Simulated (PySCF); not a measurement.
# XPS shifts beside NMR shieldings

Species: 4H-pyran, C₅H₆O.
Atom-mapped SMILES: `[CH:1]1=[CH:2][O:3][CH:4]=[CH:5][CH2:6]1`

Binding energies: PySCF 2.14.0, delta-SCF UKS SCAN, pcX-2 on the ionised atom, pcseg-1 elsewhere, spin-free X2C. Shieldings: GIAO PBE0/pcSseg-1, non-relativistic, same geometry.

| atom | isotropic shielding (ppm) |
| --- | --- |
| C1 | 80.3 |
| C2 | 38.5 |
| C6 | 162.4 |

Q: What are the C 1s binding energies of these atoms?

A: 
```csv
atom,environment,C 1s (eV),isotropic shielding (ppm)
C1,alkene CH carbon,290.18,80.3
C6,allylic carbon,291.02,162.4
C2,vinylic carbon bearing oxygen,291.89,38.5
```

Q: Among the listed atoms, is the one with the highest binding energy also the least shielded?

A: Yes: C2 has both (291.89 eV, 38.5 ppm).

By binding energy: C1 < C6 < C2. By shielding: C2 < C1 < C6.

Of atoms equivalent by bonding only the ionised one is listed; its partners' own values can differ in this conformer. Geometry: GFN2-xTB; no solvent, vibrations or thermal averaging.
